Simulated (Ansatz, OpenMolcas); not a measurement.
# AlClO (SMILES [O]=[Al][Cl]): methods side by side

AlClO: 3 atoms, total charge 0, spin state singlet. SMILES: `[O]=[Al][Cl]`. The shape comes from GFN2-xTB, which is rough for such elements, and wasn't checked as a minimum.

| atom | x (Å) | y (Å) | z (Å) |
| --- | --- | --- | --- |
| O | 0.1075 | 1.6943 | 0.2460 |
| Al | 0.0093 | 0.1472 | 0.0214 |
| Cl | -0.1168 | -1.8415 | -0.2673 |

Each level gives the energy change with the Al2–Cl3 bond stretched from 2.014 to 3.020 Å (eV). The values are calculated.

| level | kind | program | value (eV) | less FCI/STO-3G |
| --- | --- | --- | --- | --- |
| HF/STO-3G (restricted) | Hartree–Fock | Ansatz | 3.72 | +0.73 |
| SVWN5/STO-3G (restricted) | LDA | OpenMolcas | 2.95 | -0.04 |
| PBE/STO-3G (restricted) | GGA | Ansatz | 2.65 | -0.34 |
| revPBE/STO-3G (restricted) | GGA | Ansatz | 2.55 | -0.44 |
| r2SCAN/STO-3G (restricted) | meta-GGA | OpenMolcas | 2.83 | -0.16 |
| HSE06/STO-3G (restricted) | range-separated hybrid | Ansatz | 3.05 | +0.06 |
| B2PLYP/STO-3G (restricted) | double hybrid | OpenMolcas | 2.96 | -0.03 |
| MP2/STO-3G (restricted) | perturbation theory | Ansatz | 3.35 | +0.36 |
| CISD/STO-3G (restricted) | coupled cluster or CI | OpenMolcas | 3.21 | +0.22 |
| FCI/STO-3G | exact in the basis | OpenMolcas | 2.99 | 0.00 |

FCI/STO-3G is exact within its basis and frozen core, so for wave-function methods in that basis the difference is their error; functionals converge differently with the basis, so for them it is only a difference. Spin-restricted single references rise too steeply as a bond breaks, Hartree–Fock most of all. The first shape isn't each level's own minimum. The values span 2.55 to 3.72 eV. All rows use very small basis sets, so even the best lies far from the true value.
